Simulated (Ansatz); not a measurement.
## BH2SCl (SMILES SBCl): the vertical ionisation energy from total energies

BH2SCl: 5 atoms, total charge 0, spin state singlet. As SMILES, `SBCl`. Geometry: relaxed at PBE0-D4/def2-TZVP. This is one conformer, not always the lowest.

Both states at this one shape; open shells run unrestricted unless said. 1 Eh = 27.2114 eV.

| level | program | singlet BH2SCl (Eh) | doublet BH2SCl+ (Eh) |
| --- | --- | --- | --- |
| SVWN5/STO-3G | Ansatz | -871.552842 | -871.233137 |
| CCSD/STO-3G, 11 core orbitals frozen | Ansatz | -873.453024 | -873.168811 |

Task: Work out the vertical ionisation energy at each level.

Result: 
1. SVWN5/STO-3G: -871.233137 − (-871.552842) = 0.319705 Eh = 8.70 eV.
2. CCSD/STO-3G: -873.168811 − (-873.453024) = 0.284213 Eh = 7.73 eV.

No measured value is set beside it here; the levels span 7.73 to 8.70 eV. Minimal sets are far from the basis-set limit.
